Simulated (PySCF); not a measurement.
**Carbon: a sound run and one with changed settings**

Sound run: C [He] 2s2 2p2, C⁺ [He] 2s2 2p1. All numbers are calculated (PySCF 2.14, the spin-free X2C one-electron Hamiltonian (Gaussian nucleus), in aug-cc-pVDZ-DK (4s3p2d, 23 functions)). In the sound run the correlated levels freeze 1s2. The sound run starts from symmetry-adapted Hartree-Fock orbitals and uses a fine grid where one is needed.

Changed run: all electrons correlated in a basis built for the valence shell.

| species | method | sound run (hartree) | changed run (hartree) | converged |
| --- | --- | --- | --- | --- |
| C | MP2 | -37.75640 | -37.75784 | yes |
| C | CCSD(T) | -37.77979 | -37.78107 | yes |
| C⁺ | MP2 | -37.34701 | -37.34840 | yes |
| C⁺ | CCSD(T) | -37.37327 | -37.37442 | yes |

Ionisation energy of C:

```tsv
method	sound run (eV)	changed run (eV)
UHF	10.812	10.812
MP2	11.140	11.141
SCS-MP2	11.032	11.031
CCSD	11.046	11.050
CCSD(T)	11.062	11.065
```

A valence basis has no tight correlating functions, so it recovers only part of the core correlation, and not evenly between atom and ion.

For comparison, NIST gives 11.260 eV between the lowest levels.
